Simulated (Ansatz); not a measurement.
## What a trial cell of PN2 relaxes into

Method: Ansatz, DFT PBE, scalar-relativistic, plane waves, PAW. Cutoff 420 eV, Γ-centred k mesh, Gaussian smearing, no spin polarisation in the final step.

PN2 was placed on the sites of a reported BeCl2 cell (Ibam, No. 72), with P in place of Be, N in place of Cl, at a guessed volume.

```xyz
6
Lattice="-2.1721 4.0306 2.1483 2.1721 -4.0306 2.1483 2.1721 4.0306 -2.1483" Properties=species:S:1:pos:R:3 pbc="T T T"
P     0.0000    0.0000    1.0741
P     0.0000    0.0000    3.2224
N     0.8993    0.9005    0.0000
N     1.2729    3.1301    2.1483
N     0.8993   -0.9005    2.1483
N     1.2729    4.9312    0.0000
```

Steps on the 6×6×6 mesh (6 atoms). 8 of 9 steps are shown, and the free energy counts from the last. Trial steps that were taken back and renewals of the plane-wave basis can be among the rows.

```csv
step,ΔF (meV/atom),V (Å³/atom),P (GPa),largest force component (eV/Å)
1,146.1,12.54,8.91,0.783
2,51.5,14.18,2.67,0.463
3,10.5,14.04,-0.08,0.124
4,7.5,13.52,0.22,0.083
6,1.6,13.51,0.54,0.023
7,1.2,13.63,0.17,0.022
8,1.6,13.85,-0.07,0.009
9,0.0,13.85,0.01,0.010
```

Steps on the 12×12×12 mesh (6 atoms). 11 of 31 steps are shown, and the free energy counts from the last.

```
step  ΔF (meV/atom) V (Å³/atom) P (GPa) largest force component (eV/Å)
   1           17.0        13.85     0.02                           0.013
   4           16.5        14.02     0.17                           0.023
   6           16.3        14.08     0.07                           0.001
   9           13.0        14.31     0.63                           0.082
  12           12.6        14.33     0.01                           0.003
  15            7.3        14.54     0.23                           0.072
  17            4.4        14.50     0.23                           0.003
  20            3.0        14.70     0.00                           0.001
  23            1.1        14.82    -0.03                           0.008
  26            0.3        14.87     0.05                           0.006
  31            0.0        14.92     0.00                           0.000
```

A final relaxation ran on a 10×10×10 mesh. The relaxed crystal, Ibam (No. 72):

```cif
data_structure
_symmetry_space_group_name_H-M 'Ibam'
_symmetry_Int_Tables_number 72
_cell_length_a 6.1520
_cell_length_b 6.2416
_cell_length_c 4.6615
_cell_angle_alpha 90.000
_cell_angle_beta 90.000
_cell_angle_gamma 90.000
_cell_volume 178.99
loop_
_atom_site_label
_atom_site_type_symbol
_atom_site_symmetry_multiplicity
_atom_site_Wyckoff_symbol
_atom_site_fract_x
_atom_site_fract_y
_atom_site_fract_z
_atom_site_occupancy
P1 P 4 a 0.00000 0.00000 0.25000 1
N1 N 8 j 0.63719 0.63540 0.50000 1
```

| Item | Value |
| --- | --- |
| Volume per atom | 14.9 Å³ |
| Density | 2.2 g/cm³ |
| Energy over the elements | 0.61 eV/atom |
| Gap on the 10×10×10 mesh | 0 eV (a metal) |

Energies over the elements count from the elements' standard structures at the same level (N₂ as a molecule), with no empirical corrections.

The final run used a 10×10×10 mesh on its 6-atom cell and 0.10 eV smearing. For metals, differences of a few meV/atom aren't resolved. Weakly bound directions are ill-defined at this level, which has no dispersion term.

A structure relaxed within its symmetry needn't be a true minimum.

Cost: 4 runs of about 16 core-minutes in all, on Arm Neoverse V2 (shared hosts).